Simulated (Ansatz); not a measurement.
Born–Oppenheimer molecular dynamics of C2H7B (10 atoms, charge 0, multiplicity 1). It starts from a relaxed structure.

Computed with RKS PBE-D4/def2-SVP in Ansatz 0.2.0.

```yaml
ensemble: NVE (velocity Verlet)
time_step: 0.5 fs
steps_asked: 100
starting_velocities_drawn_for: 1500 K
seed: 277743
```

First frame:

```xyz
10
Properties=species:S:1:pos:R:3
B 0.056 0.025 0.032
C -0.002 -0.017 1.596
H -0.878 -0.560 2.007
H 0.928 -0.349 2.102
H -0.161 1.050 1.893
C 1.389 -0.002 -0.792
H 1.465 -1.054 -1.166
H 1.365 0.622 -1.709
H 2.315 0.199 -0.216
H -1.001 0.086 -0.585
```

Question: How far do the bonds stretch over the last three quarters of this one trajectory? (Pairs bonded in most of those frames.)

Answer: 
```tsv
bond	mean (Å)	spread (Å)	shortest	longest
B1–C2	1.574	0.041	1.50	1.64
B1–C6	1.578	0.041	1.52	1.64
B1–H10	1.254	0.053	1.16	1.33
C2–H3	1.131	0.069	1.02	1.22
C2–H4	1.120	0.030	1.07	1.17
C2–H5	1.124	0.044	1.06	1.20
C6–H7	1.112	0.009	1.10	1.13
C6–H8	1.132	0.047	1.06	1.20
C6–H9	1.124	0.066	1.03	1.23
```

Mean temperature of the second half: 908 K. The conserved energy stayed within 0.98 meV per atom of its start (net change 0.22 meV per atom), so the integration is sound. A run of 0.05 ps of so small a system gives no equilibrium averages.

The run took 3.1 min on 1 thread of Arm Neoverse V1, with other jobs on the host, peak memory 0.13 GiB.
